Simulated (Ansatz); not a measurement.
Density of states of AlPt (P2_13, a = 4.878 Å, b = 4.878 Å, c = 4.878 Å, α = 90.00°, β = 90.00°, γ = 90.00°), in states per eV and primitive cell, averaged over bins of 0.3 eV. Method: Ansatz 0.2.0, DFT r2SCAN, scalar-relativistic, plane waves, PAW.

Cutoff 500 eV; k points 8×8×8 on the computed 8-atom cell (Γ-centred); Gaussian smearing, width 0.10 eV; no spin polarisation.

The cell is relaxed at this level. The states (both spins) are summed by tetrahedra on a 12×12×12 mesh at the self-consistent density. Energies are bin centres; the table starts no lower than −8 eV and ends at 6 eV, or lower where the solved bands end.

It is a metal at this level.

```tsv
E − E_F (eV)	total	Pt 5d	Al 3p	Al 3s	Pt 6s
-7.90	2.76	0.75	0.83	0.80	0.32
-7.60	3.60	1.31	1.00	0.87	0.34
-7.30	3.54	1.69	0.79	0.77	0.24
-7.00	4.37	2.60	0.60	0.85	0.26
-6.70	1.91	1.00	0.46	0.27	0.15
-6.40	5.96	3.47	1.39	0.53	0.51
-6.10	4.77	3.07	1.05	0.25	0.35
-5.80	6.26	4.35	1.17	0.26	0.42
-5.50	6.29	4.89	1.00	0.15	0.20
-5.20	9.68	8.11	1.13	0.17	0.19
-4.90	14.41	12.54	1.24	0.24	0.23
-4.60	6.22	5.30	0.65	0.11	0.08
-4.30	6.48	5.42	0.77	0.11	0.09
-4.00	9.98	8.42	1.19	0.14	0.11
-3.70	9.82	8.32	1.09	0.14	0.15
-3.40	8.95	7.65	0.88	0.19	0.13
-3.10	10.12	8.83	0.84	0.22	0.11
-2.80	10.90	9.31	1.01	0.27	0.14
-2.50	7.60	6.34	0.82	0.16	0.15
-2.20	5.35	4.32	0.61	0.14	0.16
-1.90	4.57	3.55	0.61	0.13	0.16
-1.60	3.41	2.21	0.81	0.15	0.14
-1.30	1.96	1.17	0.53	0.07	0.12
-1.00	3.69	1.97	1.11	0.24	0.24
-0.70	3.27	1.48	1.17	0.25	0.22
-0.40	3.47	1.29	1.47	0.30	0.18
-0.10	1.85	0.65	0.83	0.15	0.09
0.20	0.53	0.25	0.19	0.05	0.02
0.50	0.62	0.30	0.20	0.07	0.02
0.80	0.89	0.38	0.33	0.10	0.03
1.10	1.94	0.69	0.83	0.16	0.16
1.40	2.88	0.93	1.26	0.25	0.27
1.70	1.76	0.53	0.75	0.20	0.16
2.00	1.42	0.39	0.56	0.19	0.17
2.30	1.94	0.45	0.61	0.25	0.49
2.60	0.89	0.18	0.24	0.09	0.32
2.90	1.81	0.38	0.56	0.29	0.45
3.20	3.69	0.67	1.05	0.71	0.99
3.50	4.15	0.72	1.28	0.90	0.92
3.80	3.27	0.49	1.03	0.80	0.62
4.10	4.27	0.58	1.46	1.08	0.69
4.40	4.23	0.50	1.54	1.03	0.64
4.70	3.41	0.35	1.25	0.80	0.49
5.00	2.99	0.30	1.11	0.69	0.39
5.30	3.17	0.29	1.20	0.71	0.38
5.60	3.95	0.33	1.56	0.83	0.42
```

The columns after the total are the main Löwdin projections on the occupied valence shells of the potentials; 2 others are left out. The rest of the total lies in those, in shells that are empty in the free atom, which aren't projected, and between the atoms.

Spin-orbit coupling is left out, which matters for the bands of heavy elements.

Whether AlPt exists in this form wasn't checked.

Cost: 1 run of about 8.4 core-minutes, on Intel Xeon Platinum 8259CL (Skylake/Cascade Lake) (shared hosts).